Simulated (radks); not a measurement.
# S³⁺ in [Ne] 3s2 3p1: an all-electron calculation

Aim: the levels, the sizes of the orbitals and the parts of the energy of the sulfur ion S3+.

The numbers are computed with radks (a radial shooting solver on a logarithmic mesh, Libxc functionals) version 1 (scalar-relativistic Kohn-Sham, LDA (Slater exchange, Perdew-Wang correlation), spin-polarised, spherical densities, point nucleus; open shells are filled with parallel spins first), except any that are marked as measured or tabulated.

### 1 The atom as given

```
element       : sulfur (Z = 16)
charge        : +3
electrons     : 13
configuration : [Ne] 3s2 3p1
```

Outer shells as boxes (Hund's rule):

S³⁺
```
[Ne] core
3s [↑↓]
3p [↑ ][  ][  ]
```

### 2 The run

The run's settings:

```text
Z 16
configuration [Ne] 3s2 3p1 4s0 3d0 4p0 4f0
relativity scalar-relativistic
functional lda,pw
spin polarised
nucleus point
c 137.035999084
```

The run is started by

```
> python run_ks.py task.json out
```

This one command runs every case of the session in turn.

Q: Predict the outcome of this run.

**Answer**, as computed:

| quantity | value |
| --- | --- |
| total energy | -395.33165 hartree |
| exchange-correlation share of it | 5.84 % |
| −T/E | 1.0032 |
| highest occupied level | 3p up, -41.024 eV |
| most extended occupied level | 3p up, <r> = 1.65 bohr |
| radius at density 0.001 e/bohr³ | 3.10 bohr |
| maxima of the radial density | 3 |
| ionisation energy, NIST | 47.22 (semi-emp.) eV |

3 principal shells are occupied and 3 maxima appear in the radial density. Relativity lifts −T/E to 1.003. Minus the highest eigenvalue, 41.024 eV, is 87 % of the tabulated ionisation energy (47.22 eV); the potential of a semilocal functional falls off too fast, so its top eigenvalue is too shallow. Open shells are spherical and high-spin; term and fine-structure splittings are not resolved.
